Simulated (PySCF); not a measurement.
# Electron affinity of Cl by level of theory

Cl⁻ [Ar] (1S) → Cl [Ne] 3s2 3p5 (2P), as a difference of total energies. Calculation: PySCF 2.14, in dyall-av3z; the spin-free X2C one-electron Hamiltonian (Gaussian nucleus). Correlated levels: valence: [Ne] frozen; virtual orbitals above 40 to 60 times the deepest correlated orbital energy dropped. The calculations carry no spin-orbit coupling.

Order these methods by the electron affinity they give, lowest first.
A. CCSD(T) (valence)
B. UHF
C. SCS-MP2 (valence)
D. CCSD (valence)

B (2.358 eV), D (3.397 eV), A (3.489 eV), C (3.515 eV).

A first-order spin-orbit estimate (lowest level to lowest level, LS coupling) adds -0.035 eV.

Errors of the correlated levels include the incompleteness of this basis and the frozen core.

For comparison: 3.613 eV (measured; photodetachment measurements, as compiled on the Wikipedia data page of electron affinities).
